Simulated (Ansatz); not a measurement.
Program: Ansatz. Geometries: PBE0-D4/def2-TZVP. ΔE: electronic, gas phase. CCSD(T)/CBS adds triple-zeta CCSD(T) − MP2 to the extrapolated MP2 energy (def2 sets, frozen cores). This one scheme is used for every species. Functionals use def2-TZVPP. One conformer a species, not always the lowest.

Consider the hydrogenolysis of a C–O bond: `COC(O)C=O` + H₂ → `COCC=O` + H₂O.

```tsv
level	ΔE (kJ/mol)	difference from CCSD(T)/CBS
PBE-D4	-52.8	8.4
r2SCAN-D4	-51.7	9.5
ωB97X-V	-52.9	8.3
ωB97M-V	-54.5	6.7
B2PLYP	-59.8	1.4
r2SCAN	-52.6	8.6
PBE0	-60.4	0.8
HF/def2-TZVPP	-69.4	-8.2
MP2/def2-TZVPP	-58.4	2.8
SCS-MP2/def2-TZVPP	-59.9	1.3
CCSD/def2-TZVPP	-61.8	-0.6
CCSD(T)/def2-TZVPP	-57.0	4.2
MP2/def2-QZVPP	-61.2	0.0
SCS-MP2/def2-QZVPP	-62.8	-1.6
HF/CBS(def2)	-70.7	-9.5
MP2/CBS(def2)	-62.7	-1.5
CCSD(T)/CBS	-61.2	0
```

Largest T1 diagnostic among the species: 0.014.

From PBE to PBE0 (25 % exact exchange), in def2-TZVPP and without D4, ΔE moves by −4.3 kJ/mol. In def2-TZVPP, CCSD(T) changes the Hartree–Fock value by +12.4 kJ/mol (the triples alone add +4.8 kJ/mol) and MP2 by +11.0 kJ/mol.
